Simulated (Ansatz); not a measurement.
## bcc Cs

All values below come from r²SCAN in Ansatz (PAW).

Settings: plane-wave cutoff 560 eV, 12×12×12 k mesh, Fermi–Dirac smearing 0.05 eV, scalar-relativistic PAW data made under PBE.

Cell: relaxed at this level.

```
Quantity                                Value
------------------------------  -------------
band gap                        zero (no gap)
equilibrium lattice constant a        6.257 Å
```

Measured, for comparison: lattice constant a 6.039 Å (low-temperature or extrapolated to 0 K; zero-point anharmonic expansion removed; as tabulated in Csonka et al. (2009), arXiv:0903.4037). Computed (rounded) less measured: lattice constant a +3.6 %.

Spin–orbit coupling is not included.

Computed values are for the static lattice.

Ansatz is a quantum-chemistry and plane-wave program.
